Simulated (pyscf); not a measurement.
This saddle point was located with ωB97X-D3(BJ)/def2-SVP in PySCF.

```xyz
10

F      0.3770    -0.5017    -0.3537
N      1.6910    -0.9706     1.1372
F      2.8812    -0.8308     0.5118
F      1.5396    -2.3076     1.2418
O     -0.3610     0.7567     1.8374
Si    -0.6295     0.8641     0.2216
H      0.5002     0.4035     2.1150
H     -0.4939    -0.1328    -1.4100
H     -0.0132     2.0470    -0.4182
H     -2.0888     0.7125     0.0396
```

Surface: singlet, charge 0. Lowest wavenumbers (cm⁻¹): 600i, 30, 82, 151, 174.

Q: Which two sides does it connect, and which bonds change?

A: F–N(F)–F + silanol (HO–SiH₃) <-> hydrogen fluoride (HF) + HO–SiH₂–N(F)–F, a four-centre exchange read from left to right: F–N, H–Si broken and F–H, N–Si formed. At ωB97M-D3(BJ)/def2-TZVP it lies +2.57 eV from the left side (each side as separated species at their lowest minima found). At the saddle there is also a short F–Si contact that neither side keeps. HO–SiH₂–N(F)–F lies 8.97 eV over its isomer H₂N–Si(OH)(F)–F (electronic energy, ωB97M-D3(BJ)). One saddle was located; it need not be the lowest between these sides. A restricted solution here is unstable towards spin polarisation, so biradical character is likely and single-reference numbers are less safe.
